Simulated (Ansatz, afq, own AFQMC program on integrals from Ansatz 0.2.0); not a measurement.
# BH₂O (doublet): AFQMC on the coupled-cluster ladder at scale of all distances = 0.876, cc-pVDZ

Aim: compute BH₂O (doublet) with auxiliary-field quantum Monte Carlo on the same integrals as coupled cluster, and set the energies side by side.

Program: Ansatz 0.2.0, Gaussian basis, and an in-house AFQMC program (afq) on its integrals; all values are calculated. Level of theory: cc-pVDZ, frozen cores. These are calculated values, not measurements.

The runs, in order: PBE (unrestricted); r2SCAN (unrestricted); PBE0 (unrestricted); B3LYP (unrestricted); wB97M-V (unrestricted); B2PLYP (unrestricted); CCSD(T) on UHF; CCSDT(Q) on UHF; Phaseless AFQMC, CISD trial on UHF.

### Step 1. The geometry

The geometry derives from a PBE0/def2-TZVP stationary point (not a proven minimum). All distances are scaled together.

4 atoms, charge 0, spin multiplicity 2.

Atoms are counted from 1 here; the program's logs count them from 0.

Bond lengths: B1–O2 1.122 Å, B1–H3 1.061 Å, B1–H4 1.061 Å. Angles: O2–B1–H3 119.9°, O2–B1–H4 119.9°, H3–B1–H4 120.3°.

### Step 2. PBE (unrestricted)

in.yaml

```yaml
crystal:
  periodic: [false, false, false]
  atoms:
    - {symbol: B, position_ang: [0.000000, 0.000000, 0.585964]}
    - {symbol: O, position_ang: [0.000000, 0.000000, -0.536345]}
    - {symbol: H, position_ang: [0.000000, 0.920037, 1.114327]}
    - {symbol: H, position_ang: [0.000000, -0.920037, 1.114327]}
basis:
  gaussian: {orbitals: cc-pVDZ}
magnetization: {spin_polarized: true, initial_magnetization: 1}
hamiltonian: {xc: {name: PBE}}
output: {orbitals: {seedname: orbitals}}
```

Command:

```
$ ansatz run in.yaml --threads 1 --pin off --events-out ev --progress --plain --max-ram 1382MiB
```

The log of the run:

```text
Functional definition: PBE
  name "PBE"
  cite "Perdew, Burke & Ernzerhof, Phys. Rev. Lett. 77, 3865 (1996) doi:10.1103/PhysRevLett.77.3865"
  parent pbe
  parameter kappa = 0.804
  parameter beta = 0.06672455060314922
  exchange = pbe_x(kappa = kappa, mu = beta*pi^2/3)
  correlation = pbe_c(beta = beta)
405 factors; their error is unknown
mean field evaluation 1: about -2746.3880 eV, gradient 2.8e1 eV
mean field evaluation 2: about -2738.2841 eV, gradient 5.3e1 eV
mean field evaluation 4: about -2749.7353 eV, gradient 1.0e0 eV
mean field evaluation 8: about -2749.7403 eV, gradient 1.2e-2 eV
mean field evaluation 16: about -2749.7176 eV, gradient 2.5e-5 eV
mean field -2749.71760862 eV, -101.0502582912 hartree, gradient 2.5e-5 eV, S^2 0.753140; 0 other end points of the search recorded, 0 dependent functions left out
reference -2749.71763145 eV, -101.0502591304 hartree; 8, 7 occupied and 30, 31 virtual orbitals, 405 factors
Total energy: -2749.71763145 eV, -101.0502591304 hartree
```

Run time: 0.33 s. Hardware: 1 thread of Intel Xeon 6975P-C (Granite Rapids), shared host.

From the report: ⟨S²⟩ of the determinant 0.753 (pure doublet: 0.75).

### Step 3. r2SCAN (unrestricted)

in.yaml: that of step 2 with these lines changed.

```diff
@@ -10,3 +10,2 @@
 magnetization: {spin_polarized: true, initial_magnetization: 1}
-hamiltonian: {xc: {name: PBE}}
-output: {orbitals: {seedname: orbitals}}
+hamiltonian: {xc: {name: r2SCAN}}
```

The command is unchanged.

The log of the run:

```text
Functional definition: r2SCAN
  name "r2SCAN"
  cite "Furness, Kaplan, Ning, Perdew & Sun, J. Phys. Chem. Lett. 11, 8208 (2020) doi:10.1021/acs.jpclett.0c02405"
  cite "Furness, Kaplan, Ning, Perdew & Sun, J. Phys. Chem. Lett. 11, 9248 (2020) doi:10.1021/acs.jpclett.0c03077"
  parent r2scan
  parameter k0 = 0.174
  parameter k1 = 0.065
  parameter a1 = 4.9479
  exchange = r2scan_x(k0 = k0, k1 = k1, a1 = a1)
  correlation = r2scan_c
405 factors; their error is unknown
mean field evaluation 1: about -2748.8337 eV, gradient 2.7e1 eV
mean field evaluation 2: about -2743.3328 eV, gradient 4.6e1 eV
mean field evaluation 4: about -2751.7565 eV, gradient 1.2e0 eV
mean field evaluation 8: about -2751.7444 eV, gradient 1.2e-2 eV
mean field -2751.74442199 eV, -101.1247423089 hartree, gradient 2.5e-5 eV, S^2 0.757419; 0 other end points of the search recorded, 0 dependent functions left out
reference -2751.74442966 eV, -101.1247425908 hartree; 8, 7 occupied and 30, 31 virtual orbitals, 405 factors
Total energy: -2751.74442966 eV, -101.1247425908 hartree
```

It took 0.66 s on 1 thread of Intel Xeon 6975P-C (Granite Rapids), shared host.

From the report: ⟨S²⟩ of the determinant 0.757 (pure doublet: 0.75).

### Step 4. PBE0 (unrestricted)

in.yaml: that of step 3 with these lines changed.

```diff
@@ -10,2 +10,3 @@
 magnetization: {spin_polarized: true, initial_magnetization: 1}
-hamiltonian: {xc: {name: r2SCAN}}
+hamiltonian: {xc: {name: PBE0}}
+output: {orbitals: {seedname: orbitals}}
```

Same command.

The log of the run:

```text
Functional definition: PBE0
  name "PBE0"
  cite "Adamo & Barone, J. Chem. Phys. 110, 6158 (1999) doi:10.1063/1.478522"
  cite "Perdew, Burke & Ernzerhof, Phys. Rev. Lett. 77, 3865 (1996) doi:10.1103/PhysRevLett.77.3865"
  parent pbe
  parameter a = 0.25
  parameter kappa = 0.804
  parameter beta = 0.06672455060314922
  exchange = (1 - a)*pbe_x(kappa = kappa, mu = beta*pi^2/3) + a*exact_x
  correlation = pbe_c(beta = beta)
344 factors; integrals over basis functions are off by at most 7.0e-4 eV
mean field evaluation 1: about -2747.1901 eV, gradient 2.6e1 eV
mean field evaluation 2: about -2743.2677 eV, gradient 4.2e1 eV
mean field evaluation 4: about -2749.9408 eV, gradient 1.2e0 eV
mean field evaluation 8: about -2749.9488 eV, gradient 1.3e-2 eV
mean field evaluation 16: about -2749.9488 eV, gradient 3.2e-5 eV
mean field -2749.94879123 eV, -101.0587540956 hartree, gradient 3.2e-5 eV, S^2 0.756527; 0 other end points of the search recorded, 0 dependent functions left out
reference -2749.94880798 eV, -101.0587547112 hartree; 8, 7 occupied and 30, 31 virtual orbitals, 344 factors
Total energy: -2749.94880798 eV, -101.0587547112 hartree
```

It took 0.39 s on 1 thread of Intel Xeon 6975P-C (Granite Rapids), shared host.

From the report: ⟨S²⟩ of the determinant 0.757 (pure doublet: 0.75).

### Step 5. B3LYP (unrestricted)

in.yaml: that of step 4 with these lines changed.

```diff
@@ -10,3 +10,2 @@
 magnetization: {spin_polarized: true, initial_magnetization: 1}
-hamiltonian: {xc: {name: PBE0}}
-output: {orbitals: {seedname: orbitals}}
+hamiltonian: {xc: {name: B3LYP}}
```

The command is unchanged.

The log of the run, cut to the lines that bear on the results:

```text
Functional definition: B3LYP
  name "B3LYP"
  cite "Stephens, Devlin, Chabalowski & Frisch, J. Phys. Chem. 98, 11623 (1994) doi:10.1021/j100096a001"
  cite "Becke, Phys. Rev. A 38, 3098 (1988) doi:10.1103/PhysRevA.38.3098"
  cite "Lee, Yang & Parr, Phys. Rev. B 37, 785 (1988) doi:10.1103/PhysRevB.37.785"
  cite "Vosko, Wilk & Nusair, Can. J. Phys. 58, 1200 (1980) doi:10.1139/p80-159"
[...]
344 factors; integrals over basis functions are off by at most 7.0e-4 eV
[...]
mean field -2753.41322162 eV, -101.1860695641 hartree, gradient 2.2e-5 eV, S^2 0.755616; 0 other end points of the search recorded, 0 dependent functions left out
reference -2753.41337735 eV, -101.1860752870 hartree; 8, 7 occupied and 30, 31 virtual orbitals, 344 factors
Total energy: -2753.41337735 eV, -101.1860752870 hartree
```

Run time: 0.39 s. Hardware: 1 thread of Intel Xeon 6975P-C (Granite Rapids), shared host.

From the report: ⟨S²⟩ of the determinant 0.756 (pure doublet: 0.75).

### Step 6. wB97M-V (unrestricted)

in.yaml: that of step 5 with these lines changed.

```diff
@@ -10,2 +10,3 @@
 magnetization: {spin_polarized: true, initial_magnetization: 1}
-hamiltonian: {xc: {name: B3LYP}}
+hamiltonian: {xc: {name: wB97M-V}}
+output: {orbitals: {seedname: orbitals}}
```

Launched as before.

The log of the run, cut to the lines that bear on the results:

```text
Functional definition: wB97M-V
  name "wB97M-V"
  cite "Mardirossian & Head-Gordon, J. Chem. Phys. 144, 214110 (2016) doi:10.1063/1.4952647"
  cite "Becke, J. Chem. Phys. 107, 8554 (1997) doi:10.1063/1.475007"
  cite "Vydrov & Van Voorhis, J. Chem. Phys. 133, 244103 (2010) doi:10.1063/1.3521275"
  # Of w^i u^j: cxij and so on, Table III.
[...]
  gx(w, u) = 1 - cx + cx01*u + cx10*w
  gss(w, u) = css00 + css04*u^4 + css10*w + css20*w^2 + css43*w^4*u^3
  gos(w, u) = cos00 + cos10*w + (cos20 + cos21*u)*w^2 + (cos60 + cos61*u)*w^6
[...]
      + integral(e_c_pw_mod_opposite_spin*gos(b97_w_opposite, b97_u_opposite)) + vv10(b, c)
344 factors; integrals over basis functions are off by at most 7.0e-4 eV
111 factors; integrals over basis functions are off by at most 9.3e-6 eV
[...]
mean field -2752.02711296 eV, -101.1351310102 hartree, gradient 5.8e-5 eV, S^2 0.755270; 0 other end points of the search recorded, 0 dependent functions left out
reference -2752.02714118 eV, -101.1351320472 hartree; 8, 7 occupied and 30, 31 virtual orbitals, 344 factors
Total energy: -2752.02714118 eV, -101.1351320472 hartree
```

It took 1.1 s on 1 thread of Intel Xeon 6975P-C (Granite Rapids), shared host.

From the report: ⟨S²⟩ of the determinant 0.755 (pure doublet: 0.75).

### Step 7. B2PLYP (unrestricted)

in.yaml: that of step 6 with these lines changed.

```diff
@@ -10,3 +10,3 @@
 magnetization: {spin_polarized: true, initial_magnetization: 1}
-hamiltonian: {xc: {name: wB97M-V}}
-output: {orbitals: {seedname: orbitals}}
+hamiltonian: {xc: {name: B2PLYP}}
+correlation: {electrons: outside_noble_gas}
```

The command is unchanged.

The log of the run, cut to the lines that bear on the results:

```text
Functional definition: B2PLYP
  name "B2PLYP"
  cite "Grimme, J. Chem. Phys. 124, 034108 (2006) doi:10.1063/1.2148954"
  cite "Becke, Phys. Rev. A 38, 3098 (1988) doi:10.1103/PhysRevA.38.3098"
  cite "Lee, Yang & Parr, Phys. Rev. B 37, 785 (1988) doi:10.1103/PhysRevB.37.785"
[...]
344 factors; integrals over basis functions are off by at most 7.0e-4 eV
[...]
mean field -2748.31933010 eV, -100.9988725033 hartree, gradient 3.8e-6 eV, S^2 0.761415; 0 other end points of the search recorded, 0 dependent functions left out
2 core orbitals not correlated: weight in the atoms' cores, before any rotation towards them, 1.000 or more for the frozen orbitals, at most 0.000 for the correlated occupied ones
reference -2748.31942832 eV, -100.9988761130 hartree; 6, 5 occupied and 30, 31 virtual orbitals, 344 factors
second order -8.14197661 eV of doubles, -0.00000000 eV of singles
Total energy: -2750.51776201 eV, -101.0796633858 hartree
```

It took 0.45 s on 1 thread of Intel Xeon 6975P-C (Granite Rapids), shared host.

From the report: ⟨S²⟩ of the determinant 0.761 (pure doublet: 0.75).

### Step 8. CCSD(T) on UHF

in.yaml: that of step 7 with these lines changed.

```diff
@@ -10,3 +10,2 @@
 magnetization: {spin_polarized: true, initial_magnetization: 1}
-hamiltonian: {xc: {name: B2PLYP}}
-correlation: {electrons: outside_noble_gas}
+correlation: {method: ccsd_t, electrons: outside_noble_gas, hamiltonian_folder: ham}
```

Same command.

The log of the run, cut to the lines that bear on the results:

```text
Functional definition: HF
  name "HF"
  cite "Fock, Z. Phys. 61, 126 (1930) doi:10.1007/BF01340294"
  parent pbe
[...]
344 factors; integrals over basis functions are off by at most 7.0e-4 eV
[...]
mean field -2738.34605684 eV, -100.6323614712 hartree, gradient 2.4e-6 eV, S^2 0.769134; 2 other end points of the search recorded, 0 dependent functions left out
determinant -2738.34605684 eV, -100.6323614712 hartree, with singles and doubles -2745.54755153 eV, -100.8970115197 hartree
determinant -2735.43306967 eV, -100.5253111672 hartree, with singles and doubles -2741.94651601 eV, -100.7646759051 hartree
2 core orbitals not correlated: weight in the atoms' cores, before any rotation towards them, 1.000 or more for the frozen orbitals, at most 0.000 for the correlated occupied ones
reference -2738.34605684 eV, -100.6323614712 hartree; 6, 5 occupied and 30, 31 virtual orbitals, 344 factors
second order -6.38344173 eV of doubles, -0.00000000 eV of singles
cycle   1  -7.20165266 eV  change   -1.6e-4 eV  update   9.0e-4
[...]
cycle   7  -7.20258024 eV  change    2.1e-6 eV  update   3.8e-6
perturbative correction -0.16750734 eV, -0.0061557814 hartree
Total energy: -2745.71614442 eV, -100.9032071943 hartree
```

Wall time 0.69 s (1 thread of Intel Xeon 6975P-C (Granite Rapids), shared host).

From the report: ⟨S²⟩ of the determinant 0.769 (pure doublet: 0.75); correlation -7.3701 eV; T1 0.036; largest double amplitude 0.06.

This run also writes the integrals to the folder ham.

### Step 9. CCSDT(Q) on UHF

in.yaml: that of step 8 with these lines changed.

```diff
@@ -10,2 +10,2 @@
 magnetization: {spin_polarized: true, initial_magnetization: 1}
-correlation: {method: ccsd_t, electrons: outside_noble_gas, hamiltonian_folder: ham}
+correlation: {method: ccsdt_q, electrons: outside_noble_gas}
```

Launched as before.

The log of the run, cut to the lines that bear on the results:

```text
Functional definition: HF
  name "HF"
  cite "Fock, Z. Phys. 61, 126 (1930) doi:10.1007/BF01340294"
  parent pbe
[...]
670 factors; integrals over basis functions are off by at most 2.1e-7 eV
[...]
mean field -2738.34611094 eV, -100.6323634593 hartree, gradient 2.4e-6 eV, S^2 0.769134; 2 other end points of the search recorded, 0 dependent functions left out
determinant -2738.34611094 eV, -100.6323634593 hartree, with singles and doubles -2745.54760157 eV, -100.8970133587 hartree
determinant -2735.43311657 eV, -100.5253128908 hartree, with singles and doubles -2741.94656320 eV, -100.7646776396 hartree
2 core orbitals not correlated: weight in the atoms' cores, before any rotation towards them, 1.000 or more for the frozen orbitals, at most 0.000 for the correlated occupied ones
reference -2738.34611094 eV, -100.6323634593 hartree; 6, 5 occupied and 30, 31 virtual orbitals, 670 factors
second order -6.38346328 eV of doubles, -0.00000000 eV of singles
cycle   1  -6.81658497 eV  change   -4.3e-1 eV  update   8.3e-2
[...]
cycle  17  -7.39161839 eV  change    5.4e-7 eV  update   3.0e-7
perturbative correction -0.01637518 eV, -0.0006017769 hartree
Total energy: -2745.75410451 eV, -100.9046022019 hartree
```

Run time: 8 s. Hardware: 1 thread of Intel Xeon 6975P-C (Granite Rapids), shared host; peak memory 0.27 GiB.

From the report: ⟨S²⟩ of the determinant 0.769 (pure doublet: 0.75); correlation -7.4080 eV; T1 0.037; largest double amplitude 0.06.

### Step 10. Phaseless AFQMC, CISD trial on UHF

It reads the integrals that the CCSD(T) run on this determinant wrote.

Command:

```
$ afq ham --method phaseless --trial cisd --walkers 60 --populations 1 --least-time 40 --time-step 0.005 --steps-per-block 50 --equilibration-blocks 28 --max-blocks 300 --target-error 0.0004 --factor-cut 1e-05 --start spin_pure --seed 2287 --release-times 0.24,0.51,0.99,1.62,2.4 --release-step 0.03 --release-every 4 --taylor-order 6
```

The log of the run:

```text
orbitals 36  electrons 6 5  factors 284 of 344
reference energy -100.63236147 Eh
CCSD correlation -0.26468994 Eh in 11 cycles, weight of the determinant in the CISD state 0.8877
energy of the start -100.896541 Eh
 block  time / (1/Eh)  mean weight  energy / Eh
     1     0.250  1.0006  -100.894379
     2     0.500  1.0047  -100.897445
     3     0.750  1.0014  -100.898027
     4     1.000  0.9992  -100.901559
     5     1.250  1.0009  -100.904071
     6     1.500  1.0001  -100.911666
     7     1.750  0.9992  -100.902837
     8     2.000  1.0029  -100.904950
     9     2.250  1.0005  -100.905210
    10     2.500  0.9994  -100.902822
    17     4.250  0.9980  -100.901784
    25     6.250  0.9971  -100.897390
    33     8.250  1.0002  -100.909017
    41    10.250  0.9988  -100.907172
    49    12.250  1.0012  -100.922455
    57    14.250  0.9966  -100.904122
    65    16.250  0.9995  -100.899505
    73    18.250  0.9994  -100.903455
    81    20.250  1.0006  -100.899677
    89    22.250  0.9978  -100.897617
    97    24.250  1.0020  -100.901449
   105    26.250  1.0002  -100.905829
   113    28.250  1.0022  -100.906679
   121    30.250  0.9999  -100.904087
   129    32.250  1.0001  -100.908997
   137    34.250  1.0013  -100.898176
   145    36.250  0.9984  -100.904053
   153    38.250  0.9992  -100.901932
   161    40.250  1.0017  -100.911774
   169    42.250  1.0001  -100.903505
   177    44.250  1.0000  -100.910935
   185    46.250  1.0011  -100.910303
   193    48.250  0.9996  -100.903648
   201    50.250  1.0008  -100.899889
   209    52.250  1.0009  -100.901957
   217    54.250  0.9978  -100.897722
   225    56.250  1.0007  -100.901167
   233    58.250  0.9982  -100.898370
   241    60.250  0.9995  -100.908471
   249    62.250  1.0018  -100.898953
   257    64.250  0.9981  -100.900755
   265    66.250  0.9969  -100.905705
   273    68.250  0.9981  -100.900425
   281    70.250  1.0005  -100.902896
   289    72.250  0.9992  -100.905206
   297    74.250  0.9977  -100.905887
   305    76.250  0.9972  -100.901361
   313    78.250  1.0009  -100.907230
   321    80.250  0.9986  -100.899439
blocks merged  error / Eh  count
     1  0.000300  300
     2  0.000360  150
     4  0.000450  75
     8  0.000482  37
    16  0.000521  18
    32  0.000522  9
released: time / (1/Eh)  energy / Eh  error  mean overlap
  0.24  -100.904158  0.000416  0.9933
  0.51  -100.904124  0.000434  0.9956
  0.99  -100.904259  0.000453  0.9954
  1.62  -100.904397  0.000513  0.9973
  2.40  -100.905170  0.000644  0.9700
energy -100.903939 +/- 0.000521 Eh
```

Wall time 5.7 min (1 thread of Intel Xeon 6975P-C (Granite Rapids), shared host).

Energy -2745.7361 ± 0.0142 eV. Caveats: constraint bias not in the error.

### Step 11. All levels side by side

On the UHF determinant, counted from CCSDT(Q) (a yardstick, not exact):

```tsv
level	energy (eV)	from CCSDT(Q) (kcal/mol)	statistical error (kcal/mol)	time
HF	-2738.3461	+170.83		
MP2	-2744.7295	+23.63		
CCSD	-2745.5486	+4.74		
CCSD(T)	-2745.7161	+0.88		
CCSDT(Q)	-2745.7541	0.00		
Phaseless AFQMC, CISD trial, step 0.005, 60 walkers	-2745.7361	+0.42	0.33	5.7 min
```

The functionals' totals stand on their own zeros and serve differences with other points: PBE -2749.718 eV; r2SCAN -2751.744 eV; PBE0 -2749.949 eV; B3LYP -2753.413 eV; wB97M-V -2752.027 eV; B2PLYP -2750.518 eV.

### Step 12. Outcome

| quantity | value |
| --- | --- |
| CCSD(T) on UHF from CCSDT(Q) | +0.88 kcal/mol |
| Phaseless AFQMC, CISD trial on UHF from CCSDT(Q) | +0.42 ± 0.33 kcal/mol |

**Reading.** On UHF the phaseless walk with the CISD trial lies +0.42 kcal/mol from CCSDT(Q), within three error bars. Error bars are statistical and leave out the constraint, the time step and what remains of the start.
